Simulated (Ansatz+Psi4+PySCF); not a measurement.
## singlet H2: levels of theory in one basis

```yaml
atoms:
  - { symbol: H, position_ang: [0.0000, 0.0000, 0.3709] }
  - { symbol: H, position_ang: [0.0000, 0.0000, -0.3709] }
```

Basis set: cc-pVTZ (spherical functions). All electrons are correlated. Charge 0, multiplicity 1.

Computed with Ansatz (development build ahead of 0.2.0) and Psi4 1.11; each method stands on the lowest determinant of its kind that the runs found.

| method | E − E(RHF) (eV) | <S²> of the determinant |
| --- | --- | --- |
| RHF | 0.00 | 0.00 |
| RHF-CCSD | -1.07 | – |
| RHF-CCSD(T) | -1.07 | – |

Question: What does RHF-MP2 give on the same scale?

Answer: -0.86 eV.
